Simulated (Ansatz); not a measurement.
# MgHF (triplet): wave-function methods side by side, def2-TZVPP

The task here is to estimate one member of a computed series from the others.

Program: Ansatz 0.2.0, Gaussian basis. Level of theory: def2-TZVPP, core rule «outside noble gas», up to 6 orbitals frozen. These are calculated values, not measurements.

The runs, in order: UHF; ROHF; CCSD(T) on UHF.

2 further runs of the same task are left out: 2 set aside as unsound or not needed.

### What is computed

The geometry is a PBE0/def2-TZVP stationary point (not a proven minimum) of the parent state, kept for this charge and spin.

3 atoms, charge 0, spin multiplicity 3.

Atoms are counted from 1 here; the program's logs count them from 0.

Bond lengths: F1–Mg2 1.756 Å, Mg2–H3 1.688 Å. Angles: F1–Mg2–H3 180.0°.

Set-up of the first run:

File in.yaml:

```yaml
crystal:
  periodic: [false, false, false]
  atoms:
    - {symbol: F, position_ang: [0.000000, 0.000000, 1.733100]}
    - {symbol: Mg, position_ang: [0.000000, 0.000000, -0.022700]}
    - {symbol: H, position_ang: [0.000000, 0.000000, -1.710400]}
basis:
  gaussian: {orbitals: def2-TZVPP}
magnetization: {spin_polarized: true, initial_magnetization: 2}
hamiltonian: {xc: hf}
output: {orbitals: {seedname: orbitals}}
```

On the command line:

```
$ ansatz run in.yaml --threads 1 --pin off --events-out ev --progress --plain --max-ram 4096MiB --backend cpu
```

Steps of the session up to this table: UHF; ROHF; CCSD(T) on UHF.

One table of the session follows, with a row left open; its other results are not shown here.

| method | from UCCSD(T) (kcal/mol) |
| --- | --- |
| ROHF | +181.25 |
| UHF | ? |
| UMP2 | +4.94 |
| UCCSD | +5.14 |
| UCCSD(T) | 0 |

**Question.** Estimate the row for UHF.

**Answer.** from UCCSD(T) (kcal/mol): +181.03. In the column «from UCCSD(T) (kcal/mol)» it lies between UCCSD (+5.14) and ROHF (+181.25).
